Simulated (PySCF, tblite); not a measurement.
**C4H11O+: geometry, infrared bands and NMR shifts**

Aim: predict the infrared bands and NMR shifts of C4H11O+ (`CC[O+](C)C`).

Computed with tblite 0.8.0 and PySCF 2.14.0, with density-fitted response routines of our own, on a single molecule in the gas phase. Atoms are numbered from 0 throughout.

**1. The starting structure**

16 atoms, charge 1, multiplicity 1; geometry from: force field or distance geometry start.

Bonds of the start (Å): C0–C1 1.53, C1–O2 1.42, O2–C3 1.42, O2–C4 1.42, C0–H5 1.09, C0–H6 1.10, C0–H7 1.10, C1–H8 1.10, C1–H9 1.08, C3–H10 1.09, C3–H11 1.11, C3–H12 1.11, C4–H13 1.09, C4–H14 1.10, C4–H15 1.09.

**2. Geometry optimisation with GFN2-xTB**

The job: settings as JSON, then the geometry in Å.

```
{"job": {"kind": "relax", "xc": "GFN2-xTB", "basis": "xTB"}, "charge": 1, "multiplicity": 1}
C      1.992600    -0.226600    -0.142500
C      0.552600    -0.590600    -0.524100
O     -0.354000     0.129000     0.303100
C     -1.400600    -0.649300     0.855900
C     -0.820000     1.350000    -0.264200
H      2.689700    -0.797100    -0.748300
H      2.179100     0.843900    -0.312600
H      2.188800    -0.433400     0.918300
H      0.433100    -1.677600    -0.368500
H      0.369700    -0.392000    -1.571400
H     -2.038500    -1.076900     0.075800
H     -0.970400    -1.473700     1.456700
H     -2.017100    -0.047800     1.548500
H     -1.344700     1.939300     0.481400
H      0.026200     1.956500    -0.619300
H     -1.494200     1.155200    -1.100300
```

Started as:

```bash
> OMP_NUM_THREADS=1 python probes_run.py task.json out
```

The driver reads the jobs from task.json and runs them one after another.

**Question.** This job is followed by: GFN2-xTB harmonic vibrations, gas phase; GIAO PBE0/pcSseg-1 NMR shielding, non-relativistic, gas phase. Predict these results of the whole session: strongest single infrared mode (GFN2-xTB); zero-point energy (GFN2-xTB); 13C shifts against TMS (PBE0/pcSseg-1, means over atoms taken as alike); 1H shifts against TMS (PBE0/pcSseg-1, means over atoms taken as alike); 17O shifts against H2O (PBE0/pcSseg-1).

As calculated:

| quantity | value |
| --- | --- |
| strongest single infrared mode (GFN2-xTB) | 1446 cm⁻¹, 72 km/mol |
| zero-point energy (GFN2-xTB) | 91.0 kcal/mol |
| 13C shifts against TMS (PBE0/pcSseg-1, means over atoms taken as alike) | 92.9, 74.5, 15.2 ppm |
| 1H shifts against TMS (PBE0/pcSseg-1, means over atoms taken as alike) | 4.62, 4.40, 2.01 ppm |
| 17O shifts against H2O (PBE0/pcSseg-1) | 40.0 ppm |

Relaxing lowered the energy by 0.131 eV in 95 steps; the close pair that moved most is C1–O2, from 1.423 to 1.472 Å. All 42 modes are real, so the xTB geometry is a minimum. The strongest single mode, at 1446 cm⁻¹, is carried by H11, H12, H13, H14. Unscaled tight-binding wavenumbers are off by several per cent, some by more. Its intensities can rank the bands wrongly. The most deshielded hydrogen is H8, H9 (mean) (hydrogen on an sp3 CH2 bonded to O), at 4.62 ppm: its carbon carries O, an electronegative neighbour. At PBE0/pcSseg-1: Shielding is most anisotropic at C1 (span 134 ppm, paramagnetic term -159 ppm).
